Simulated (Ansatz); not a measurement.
Start from Au in the fcc (Cu type) structure (space group Fm-3m, No. 225; a = 4.083 Å).

Calculations: PBEsol (Ansatz, a first-principles code, PAW, no SOC).

Modification: full substitution Au → Cu, then cell and atoms are relaxed.

Measured lattice parameter a: Au 4.062 Å (static lattice; corrected from measurement; as listed in Daniel Mejia-Rodriguez, S. B. Trickey, Phys. Rev. B (2018)); Cu 3.595 Å (static lattice; corrected from measurement; as listed in Gábor I. Csonka et al., Physical Review B (2009)).

How well does PBEsol reproduce the measured shift?

With PBEsol the lattice parameter a moves by -0.520 Å (4.083 → 3.564) against -0.467 Å measured.

No phonon test of stability was made. The final runs are not spin-polarised.
